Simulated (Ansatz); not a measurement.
# C3H3ClO: basis-set convergence

The task here is to estimate one member of a computed series from the others.

Program: Ansatz 0.2.0, Gaussian basis. Level of theory: one geometry, several basis sets. These are calculated values, not measurements.

The runs, in order: PBE0-D4/def2-SVP; ωB97M-V/def2-SVP; PBE0-D4/def2-QZVPP; ωB97M-V/def2-QZVPP; the functionals' def2-TZVPP values are taken from earlier runs.

## Structure used throughout

The geometry comes from an earlier relaxation with PBE0-D4 in a triple-zeta def2 set; it is a stationary point, not always the lowest conformer.

SMILES `C=CC(=O)Cl`, 8 atoms, charge 0, spin multiplicity 1.

Atoms are counted from 1 here; the program's logs count them from 0.

Bond lengths: C1–C2 1.328 Å, C1–H6 1.084 Å, C1–H7 1.083 Å, C2–C3 1.473 Å, C2–H8 1.082 Å, C3–O4 1.184 Å, C3–Cl5 1.785 Å. Angles: C2–C1–H6 120.6°, C2–C1–H7 121.2°, H6–C1–H7 118.2°, C1–C2–C3 119.8°, C1–C2–H8 122.8°, C3–C2–H8 117.4°, C2–C3–O4 127.5°, C2–C3–Cl5 111.9°, O4–C3–Cl5 120.6°.

The first run:

in.yaml reads:

```yaml
crystal:
  periodic: [false, false, false]
  atoms:
    - {symbol: C, position_ang: [0.041161, -0.754905, 1.047570]}
    - {symbol: C, position_ang: [0.409024, 0.188543, 0.188805]}
    - {symbol: C, position_ang: [-0.401618, 0.439591, -1.015204]}
    - {symbol: O, position_ang: [-1.394696, -0.114501, -1.343767]}
    - {symbol: Cl, position_ang: [0.284543, 1.746723, -2.018128]}
    - {symbol: H, position_ang: [-0.851798, -1.344100, 0.871753]}
    - {symbol: H, position_ang: [0.620680, -0.958149, 1.939841]}
    - {symbol: H, position_ang: [1.292704, 0.796787, 0.329130]}
basis:
  gaussian: {orbitals: def2-SVP}
hamiltonian: {xc: pbe0, dispersion: d4}
output: {orbitals: {seedname: orbitals}}
```

Started as:

```
> ansatz run in.yaml --threads 4 --pin off --events-out ev --progress --plain --max-ram 10444MiB
```

Steps of the session up to this table: PBE0-D4 in def2-SVP; ωB97M-V in def2-SVP; PBE0-D4 in def2-QZVPP; ωB97M-V in def2-QZVPP.

One of the session's tables, all rows but one given; the rest of the session is left out.

It belongs to the step «Density functionals: the series». 

```
functional       basis  HOMO (eV)  LUMO (eV)
   PBE0-D4    def2-SVP      -8.47      -2.17
   PBE0-D4  def2-TZVPP      -8.59      -2.34
   PBE0-D4  def2-QZVPP      -8.62      -2.39
   ωB97M-V    def2-SVP          ?          ?
   ωB97M-V  def2-TZVPP     -10.89      -0.14
   ωB97M-V  def2-QZVPP     -10.93      -0.21
```

Estimate the missing values for ωB97M-V, def2-SVP.

The run gave: HOMO (eV): -10.74; LUMO (eV): 0.12. In the column «HOMO (eV)» it lies between ωB97M-V, def2-TZVPP (-10.89) and PBE0-D4, def2-QZVPP (-8.62).
